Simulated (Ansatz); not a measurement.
# Scan of SiH$_{3}$, doublet

Starting geometry (PBE0/def2-TZVP stationary point for this spin, not checked as a minimum):

```
atom    x (Å)    y (Å)    z (Å)
  Si   0.0001  -0.0001  -0.0437
   H   1.4153   0.0146   0.4091
   H  -0.7211   1.2200   0.4030
   H  -0.6968  -1.2329   0.4066
```

From there all distances are scaled together; atoms are numbered as listed. Energies are in kcal/mol, counted from the starting geometry at the same level. Kohn–Sham curves are unrestricted where that lies lower.

Basis 6-31G; Ansatz 0.2.0. Only valence electrons are correlated (noble-gas cores frozen).

Unrestricted Kohn–Sham rows aren't spin-pure: their determinants' ⟨S²⟩ exceeds S(S+1) by up to 1.92, so they mix in states of higher spin.

In so small a basis the reference is far from its limit while semilocal and hybrid functionals are nearer theirs (RPA and double hybrids share much of the reference's basis error), so the functionals' errors here hold much of the reference's basis and frozen-core error, which can add to them or hide them.

Full CI is exact within this basis and frozen core; it isn't the basis-set limit.

```csv
scale of all distances,full CI,PBE,BLYP,r2SCAN,PBE0,B3LYP,wB97M-V,B2PLYP,PBE-QIDH,RPA-PBE
0.887,29.6,28.9,28.0,26.7,27.1,26.5,25.7,26.5,26.2,30.9
1.000,0.0,0.0,0.0,0.0,0.0,0.0,0.0,0.0,0.0,0.0
1.099,5.4,5.8,5.9,7.9,7.8,7.6,8.7,8.1,9.0,4.3
1.321,55.3,56.9,55.3,63.7,64.6,62.1,67.0,64.8,69.5,52.2
1.492,96.0,101.2,97.0,110.8,113.1,107.6,116.5,113.0,122.1,92.6
1.720,135.0,150.0,142.3,157.8,161.5,154.3,165.8,157.7,164.0,135.4
1.994,161.9,185.7,177.7,186.9,189.5,185.6,194.5,182.3,183.9,167.1
2.400,177.3,203.9,200.2,205.4,203.1,204.0,208.5,195.0,193.1,175.6
```

PBE0 at 2.400 lies 25.8 kcal/mol (15 %) above the reference in this basis. B3LYP at 2.400 lies 26.7 kcal/mol (15 %) above the reference in this basis. BLYP at 2.400 lies 22.9 kcal/mol (13 %) above the reference in this basis. PBE at 2.400 lies 26.7 kcal/mol (15 %) above the reference in this basis.
